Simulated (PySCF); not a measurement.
Atomic charges by several schemes

C4H6.
Geometry (GFN2-xTB, Å), atoms numbered from 1 in this order:
```xyz
10
C4H6 angstrom
C      2.0615    0.2809   -0.1735
C      0.8528   -0.1826   -0.1680
C     -0.3618   -0.6362   -0.1603
C     -1.5630    0.1634    0.2486
H      2.7057    0.2020    0.6882
H      2.4832    0.7603   -1.0431
H     -0.5562   -1.6576   -0.4648
H     -2.2731    0.2193   -0.5765
H     -2.0627   -0.3167    1.0898
H     -1.2776    1.1718    0.5372
```

Density: PBE0/pcSseg-1 (PySCF); schemes: Mulliken, IAO, Hirshfeld and ESP-fitted. Geometry: GFN2-xTB; no solvent, vibrations or thermal averaging.

Task: Tabulate the Mulliken, IAO, Hirshfeld and ESP-fitted charges.

Result: In e:

```json
{"atom": "C1", "environment": "outer carbon of cumulated double bonds", "Mulliken": "-0.156", "IAO": "-0.370", "Hirshfeld": "-0.122", "ESP-fitted": "-0.465"}
{"atom": "C2", "environment": "central carbon of cumulated double bonds", "Mulliken": "-0.139", "IAO": "+0.021", "Hirshfeld": "-0.007", "ESP-fitted": "-0.013"}
{"atom": "C3", "environment": "outer carbon of cumulated double bonds", "Mulliken": "-0.273", "IAO": "-0.191", "Hirshfeld": "-0.059", "ESP-fitted": "-0.100"}
{"atom": "C4", "environment": "methyl carbon", "Mulliken": "-0.227", "IAO": "-0.415", "Hirshfeld": "-0.111", "ESP-fitted": "-0.176"}
{"atom": "H5", "environment": "hydrogen on C1", "Mulliken": "+0.145", "IAO": "+0.168", "Hirshfeld": "+0.054", "ESP-fitted": "+0.203"}
{"atom": "H6", "environment": "hydrogen on C1", "Mulliken": "+0.145", "IAO": "+0.168", "Hirshfeld": "+0.054", "ESP-fitted": "+0.203"}
{"atom": "H7", "environment": "hydrogen on C3", "Mulliken": "+0.134", "IAO": "+0.163", "Hirshfeld": "+0.053", "ESP-fitted": "+0.117"}
{"atom": "H8", "environment": "methyl hydrogen", "Mulliken": "+0.126", "IAO": "+0.151", "Hirshfeld": "+0.047", "ESP-fitted": "+0.070"}
{"atom": "H9", "environment": "methyl hydrogen", "Mulliken": "+0.126", "IAO": "+0.151", "Hirshfeld": "+0.047", "ESP-fitted": "+0.069"}
{"atom": "H10", "environment": "methyl hydrogen", "Mulliken": "+0.119", "IAO": "+0.153", "Hirshfeld": "+0.045", "ESP-fitted": "+0.092"}
```

Mean size of the charges over all atoms: IAO 0.195 e, Mulliken 0.159 e, ESP-fitted 0.151 e, Hirshfeld 0.060 e. Each set sums to the total charge, 0, to within 0.001 e. The Mulliken scheme counts on each atom the diagonal of the density matrix times the overlap matrix over that atom's basis functions.

Lowest charge. The schemes don't all agree: Mulliken C3 (-0.273); IAO C4 (-0.415); Hirshfeld C1 (-0.122); ESP-fitted C1 (-0.465).

Highest charge. All schemes agree: Mulliken H5 and H6 (+0.145); IAO H5 and H6 (+0.168); Hirshfeld H5 and H6 (+0.054); ESP-fitted H5 and H6 (+0.203).

Task: How many electrons does the ESP-fitted scheme count on C1?

Result: Z − q = 6 − (-0.465) = 6.465.

Task: Sum the charges by element.

Result: 
```tsv
element	atoms	Mulliken	IAO	Hirshfeld	ESP-fitted
C	4	-0.794	-0.955	-0.299	-0.754
H	6	+0.794	+0.955	+0.299	+0.754
```

Task: How closely do the schemes follow one another over all atoms?

Result: Correlation coefficient and root-mean-square difference: IAO with Hirshfeld 0.99, 0.156 e; Hirshfeld with ESP-fitted 0.93, 0.132 e; Mulliken with Hirshfeld 0.90, 0.109 e; IAO with ESP-fitted 0.90, 0.099 e; Mulliken with IAO 0.88, 0.109 e; Mulliken with ESP-fitted 0.76, 0.126 e.
